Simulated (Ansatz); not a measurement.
## Scan of [H···H···CH3], doublet

Starting geometry:

```yaml
atoms:
  - { symbol: H, position_ang: [-2.1409, 0.0000, 0.0000] }
  - { symbol: H, position_ang: [-1.3959, 0.0000, 0.0000] }
  - { symbol: C, position_ang: [0.2371, 0.0000, 0.0000] }
  - { symbol: H, position_ang: [0.2371, -1.0800, 0.0000] }
  - { symbol: H, position_ang: [0.2371, 0.5400, 0.9353] }
  - { symbol: H, position_ang: [0.2371, 0.5400, -0.9353] }
```

From there H2 is moved from one fragment to the other while all else, the fragments' distance too, stays fixed; atoms are numbered as listed. Energies are in kcal/mol, counted from the starting geometry at the same level.

Basis 6-31G; Ansatz 0.2.0. Correlated methods freeze the noble-gas cores. R marks a restricted (for open shells ROHF) determinant, U an unrestricted one. Active spaces: valence = (9e, 9o) chosen from the atoms' valence shells.

Runs in a small pair space aren't shown, since their orbitals change along the scan.

Full CI is exact within this basis and frozen core; it isn't the basis-set limit. The frozen core follows each run's orbitals, which can shift R against U totals by a few meV.

| distance H1-H2 (Å) | full CI | unpaired electrons (full CI) | error RMP2 | error UCCSD | error UCCSDT(Q) | error MRCISD (valence space) | error MRCISD+Q (valence space) | error MRCISD+Q(relaxed) (valence space) |
| --- | --- | --- | --- | --- | --- | --- | --- | --- |
| 0.693 | 0.6 | 1.02 | -0.4 | -0.1 | 0.0 | 0.0 | 0.0 | 0.0 |
| 0.745 | 0.0 | 1.02 | 0.0 | 0.0 | 0.0 | 0.0 | 0.0 | 0.0 |
| 0.823 | 2.4 | 1.03 | 0.7 | 0.1 | 0.0 | 0.0 | 0.0 | 0.0 |
| 0.900 | 6.4 | 1.03 | 1.3 | 0.3 | 0.0 | -0.1 | -0.1 | 0.0 |
| 0.978 | 10.2 | 1.03 | 1.2 | 0.4 | 0.0 | -0.1 | -0.1 | 0.0 |
| 1.055 | 12.8 | 1.03 | -0.6 | 0.5 | 0.0 | -0.1 | -0.1 | 0.0 |
| 1.133 | 14.0 | 1.03 | -1.0 | 0.5 | 0.0 | -0.1 | -0.1 | 0.0 |
| 1.210 | 14.9 | 1.03 | -1.9 | 0.4 | 0.0 | -0.1 | -0.1 | 0.0 |
| 1.288 | 17.3 | 1.03 | -2.8 | 0.3 | 0.0 | -0.1 | 0.0 | 0.0 |

Unpaired electrons are Σ n²(2−n)² over natural occupations. Errors are those of relative energies. In total energy the starting point itself misses full CI by: RMP2 17.4, UCCSD 1.1, UCCSDT(Q) 0.0, MRCISD (valence space) 0.7, MRCISD+Q (valence space) 0.2, MRCISD+Q(relaxed) (valence space) 0.0 kcal/mol.

Spread of the error over the points with a reference, to 1.288 Å (largest less smallest): UCCSDT(Q) 0.0, MRCISD+Q(relaxed) (valence space) 0.0, MRCISD+Q (valence space) 0.1, MRCISD (valence space) 0.1, UCCSD 0.5, RMP2 4.1 kcal/mol.
